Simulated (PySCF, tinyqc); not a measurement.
Worked calculation: CIS and TDHF on RHF in the sto-3g basis, frozen core, for BH, spin multiplicity 1. The lowest restricted solution is unstable here: a spin-polarised one lies 0.0115 hartree lower (PySCF). One step of it, computed by the program tinyqc.

Question. CIS matrix, triplets. A(ia,jb) = (e_a - e_i) d_ij d_ab - (ij|ab).

orbital energies (hartree): MO1 -7.337603, MO2 -0.583845, MO3 -0.245837, MO4 0.270233, MO5 0.270233, MO6 0.733890

Two-electron integrals over orbitals (pq|rs), unique and non-zero (hartree); the lowest 1 orbital is frozen and left out:
```
(22|22) 0.590081    (32|22) -0.073378   (32|32) 0.063414    (33|22) 0.415617
(33|32) 0.049426    (33|33) 0.569871    (42|42) 0.059604    (43|42) 0.043025
(43|43) 0.063936    (44|22) 0.460976    (44|32) 0.043327    (44|33) 0.506948
(44|44) 0.586773    (52|52) 0.059604    (53|52) 0.043025    (53|53) 0.063936
(54|54) 0.031630    (55|22) 0.460976    (55|32) 0.043327    (55|33) 0.506948
(55|44) 0.523513    (55|55) 0.586773    (62|22) 0.004559    (62|32) -0.051960
(62|33) -0.034837   (62|44) -0.091496   (62|55) -0.091496   (62|62) 0.121914
(63|22) -0.054234   (63|32) 0.053690    (63|33) 0.076404    (63|44) 0.038870
(63|55) 0.038870    (63|62) -0.052781   (63|63) 0.073515    (64|42) -0.036800
(64|43) -0.014242   (64|64) 0.033032    (65|52) -0.036800   (65|53) -0.014242
(65|65) 0.033032    (66|22) 0.582262    (66|32) -0.062818   (66|33) 0.456984
(66|44) 0.476934    (66|55) 0.476934    (66|62) 0.016000    (66|63) -0.042132
(66|66) 0.615326
```

Give: CIS matrix A, triplet.

Answer.

CIS matrix A, triplet (hartree), lower triangle:
```
        2>4     2>5    2>6    3>4    3>5    3>6
2>4   0.393
2>5   0.000   0.393
2>6   0.000   0.000  0.735
3>4  -0.043   0.000  0.000  0.009
3>5   0.000  -0.043  0.000  0.000  0.009
3>6   0.000   0.000  0.063  0.000  0.000  0.523
```
